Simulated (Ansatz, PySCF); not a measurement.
Species: SiH4, net charge 0, singlet state. 
Structure (B3LYP-D3(BJ)/def2-TZVP (Ansatz, a first-principles code) minimum search):
```
Si
H 1 1.4803
H 1 1.4803 2 109.47
H 1 1.4803 2 109.47 3 -120.00
H 1 1.4803 2 109.47 4 -120.00
```
Charge 0, spin multiplicity 1.


Wanted: enthalpy of formation at 298 K (from the atomisation energy, B3LYP-D3(BJ)/def2-TZVP harmonic zero-point and thermal terms from PySCF, and the atoms' enthalpies of formation in the G2/97 table, which holds older values for B and Si; no spin-orbit terms, and no core term in the frozen-core levels), in kcal/mol. Cores are frozen in the correlated levels unless marked. Open shells are spin-unrestricted. Spin-orbit coupling is left out. Non-relativistic. FCI takes restricted orbitals. The coupled-cluster limit lacks core correlation, which all-electron functionals hold. CBS(X,Y): correlation extrapolated as X^-3; Hartree-Fock from the larger set.

```tsv
level	program	enthalpy of formation at 298 K (kcal/mol)	minus last row
HF/def2-TZVPD	PySCF	74.5	69.2
HF-D4/def2-TZVPD	PySCF + dftd4	70.4	65.1
RI-HF/aug-cc-pV(Q+d)Z	Ansatz	73.5	68.2
BP86-D3(BJ)/def2-TZVPD	PySCF + dftd3	2.5	-2.8
TPSSh/def2-TZVPD	PySCF	-3.3	-8.6
MN15-D3(BJ)/def2-TZVPD	PySCF + dftd3	4.2	-1.1
HSE06-D3(BJ)/def2-TZVPD	Ansatz + dftd3	14.3	9.0
B2PLYP/def2-TZVPD	Ansatz	11.3	6.0
MP2/STO-3G	Ansatz	-56.5	-61.8
MP2/6-31G	Ansatz	79.9	74.6
MP2/aug-cc-pV(T+d)Z	Ansatz	18.7	13.4
MP2/def2-TZVPPD	Ansatz	19.0	13.7
MP2/cc-pV(Q+d)Z	Ansatz	15.2	9.9
MP2/def2-QZVPPD	Ansatz	15.2	9.9
RI-MP2/cc-pV(T+d)Z	Ansatz	20.0	14.7
SCS-MP2/aug-cc-pV(T+d)Z	Ansatz	10.1	4.8
SCS-MP2/cc-pV(Q+d)Z	Ansatz	6.1	0.8
CCSD(T)/cc-pwCVTZ	Ansatz	11.3	6.0
CCSDT(Q)/cc-pV(D+d)Z	Ansatz	25.2	19.9
FCI/STO-3G	Ansatz	-67.9	-73.2
CCSD(T)/CBS(def2-TZVPPD,def2-QZVPPD)	Ansatz	5.3	0.0
```
